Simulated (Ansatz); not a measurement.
# CH3Al+ (doublet): the correlation ladder, cc-pVTZ

An exercise on one series of results from a longer session: the logs are not shown, and one member is left open.

Method: cc-pVTZ, core rule «outside noble gas», up to 6 orbitals frozen; program: Ansatz 0.2.0, Gaussian basis.

To be run: UHF; CCSD(T) on ROHF; CCSD(T) on UHF; BCCD(T) on ROHF; CCSDT(Q) on ROHF; CCSDT(Q) on UHF.

4 further runs of the same task are left out: 2 for a known fault of the program, 2 set aside as unsound or not needed.

## The system

The geometry is a PBE0/def2-TZVP stationary point (not a proven minimum) of the parent state, kept for this charge and spin.

5 atoms, charge 1, spin multiplicity 2.

Atoms are counted from 1 here; the program's logs count them from 0.

Bond lengths: Al1–C2 1.988 Å, C2–H3 1.098 Å, C2–H4 1.098 Å, C2–H5 1.098 Å. Angles: Al1–C2–H3 111.8°, Al1–C2–H4 111.8°, Al1–C2–H5 111.8°, H3–C2–H4 107.0°, H3–C2–H5 107.0°, H4–C2–H5 107.0°.

Set-up of the first run:

The input, in.yaml:

```yaml
crystal:
  periodic: [false, false, false]
  atoms:
    - {symbol: Al, position_ang: [-0.740755, 0.006434, 0.005001]}
    - {symbol: C, position_ang: [1.247385, -0.010835, -0.008422]}
    - {symbol: H, position_ang: [1.646285, -1.033829, -0.006127]}
    - {symbol: H, position_ang: [1.665515, 0.499669, 0.869187]}
    - {symbol: H, position_ang: [1.653518, 0.491031, -0.896583]}
basis:
  gaussian: {orbitals: cc-pVTZ}
total_charge: 1
magnetization: {spin_polarized: true, initial_magnetization: 1}
hamiltonian: {xc: hf}
output: {orbitals: {seedname: orbitals}}
```

Run with:

```
ansatz run in.yaml --threads 1 --pin off --events-out ev --progress --plain --max-ram 4096MiB --backend cpu
```

Steps of the session up to this table: UHF; CCSD(T) on ROHF; CCSD(T) on UHF; BCCD(T) on ROHF; CCSDT(Q) on ROHF; CCSDT(Q) on UHF.

One table of the session follows, with a row left open; its other results are not shown here.

It belongs to the step «Misses and costs». 

```
   method  from UCCSDT(Q) (kcal/mol)
     ROHF                    +154.21
      UHF                    +151.03
     RMP2                     +20.12
     UMP2                     +20.56
    RCCSD                      +6.31
    UCCSD                      +5.99
 RCCSD(T)                      +0.63
 UCCSD(T)                      +0.64
  BCCD(T)                      +0.63
   RCCSDT                          ?
   UCCSDT                      +0.23
RCCSDT(Q)                      +0.04
UCCSDT(Q)                          0
```

Estimate the missing values for RCCSDT.

As computed: from UCCSDT(Q) (kcal/mol): +0.28. In the column «from UCCSDT(Q) (kcal/mol)» it lies between UCCSDT (+0.23) and RCCSD(T) (+0.63).

To keep in mind: Restricted and unrestricted rows rest on different reference determinants; where their highest levels disagree by more than a few hundredths of an eV, they describe different states and don't form one ladder.
